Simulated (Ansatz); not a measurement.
# CH₂AlN: how energies converge with the basis set

Aim: see how fast density functionals and correlated methods converge with the basis set for CH₂AlN.

Method: one geometry, several basis sets; program: Ansatz 0.2.0, Gaussian basis.

Plan: PBE0-D4/def2-SVP; ωB97M-V/def2-SVP; PBE0-D4/def2-QZVPP; ωB97M-V/def2-QZVPP; CCSD(T)/cc-pV(D+d)Z; CCSD(T)/cc-pV(T+d)Z; MP2/cc-pV(Q+d)Z; the functionals' def2-TZVPP values are taken from earlier runs.

2 further runs of the same task are left out: 2 that didn't finish.

**1. The geometry**

An earlier PBE0-D4 in a triple-zeta def2 set relaxation fixed the geometry.

SMILES `[CH]1=[N][AlH]1`, 5 atoms, charge 0, spin multiplicity 1.

Atoms are counted from 1 here; the program's logs count them from 0.

Bond lengths: C1–N2 1.290 Å, C1–Al3 1.834 Å, C1–H4 1.098 Å, N2–Al3 1.835 Å, Al3–H5 1.563 Å. Angles: N2–C1–Al3 69.4°, N2–C1–H4 125.9°, Al3–C1–H4 164.6°, C1–N2–Al3 69.4°, C1–Al3–N2 41.2°, C1–Al3–H5 175.1°, N2–Al3–H5 143.8°.

Coordinates:

```xyz
5
CH2AlN
C    -0.6297   -0.6989   -0.0352
N     0.1702   -0.5988    0.9717
Al    0.5070    0.7240   -0.2547
H    -1.4112   -1.4599   -0.1639
H     1.4136    1.9599   -0.5593
```

**2. PBE0-D4 in def2-SVP**

The input, in.yaml:

```yaml
crystal:
  periodic: [false, false, false]
  atoms:
    - {symbol: C, position_ang: [-0.629699, -0.698916, -0.035185]}
    - {symbol: N, position_ang: [0.170209, -0.598846, 0.971666]}
    - {symbol: Al, position_ang: [0.506991, 0.724001, -0.254678]}
    - {symbol: H, position_ang: [-1.411163, -1.459867, -0.163944]}
    - {symbol: H, position_ang: [1.413562, 1.959930, -0.559259]}
basis:
  gaussian: {orbitals: def2-SVP}
hamiltonian: {xc: pbe0, dispersion: d4}
output: {orbitals: {seedname: orbitals}}
```

Launch:

```bash
$ ansatz run in.yaml --threads 2 --pin off --events-out ev --progress --plain --max-ram 4352MiB
```

The runs that follow: ωB97M-V in def2-SVP; PBE0-D4 in def2-QZVPP; ωB97M-V in def2-QZVPP; CCSD(T) in cc-pV(D+d)Z; CCSD(T) in cc-pV(T+d)Z; MP2 in cc-pV(Q+d)Z.

Before running them: what should the planned runs give, taken together? Wanted: MP2 correlation recovered, cc-pV(D+d)Z; MP2 correlation recovered, cc-pV(T+d)Z; MP2 correlation recovered, cc-pV(Q+d)Z; CCSD(T) limit from def2 sets; PBE0-D4: double and triple zeta above quadruple; ωB97M-V: double and triple zeta above quadruple.

**Answer**, as computed:

| quantity | value |
| --- | --- |
| MP2 correlation recovered, cc-pV(D+d)Z | 73.5 % |
| MP2 correlation recovered, cc-pV(T+d)Z | 89.7 % |
| MP2 correlation recovered, cc-pV(Q+d)Z | 95.7 % |
| CCSD(T) limit from def2 sets (earlier runs) less the limit of this series | -34 meV |
| PBE0-D4: double and triple zeta above quadruple | 5.63, 0.35 eV |
| ωB97M-V: double and triple zeta above quadruple | 5.70, 0.34 eV |

What this shows: PBE0-D4 gains 5.27 eV from double to triple zeta, then 0.35 eV more. In cc-pV(D+d)Z MP2 holds 73 % of its limit, in cc-pV(Q+d)Z 96 %, while Hartree-Fock is within 0.074 eV in the largest set. A limit from the def2 sets, made apart, differs by 34 meV, a least measure of the doubt on such a limit. Total energies overstate the basis error of differences, where much of it tends to cancel.
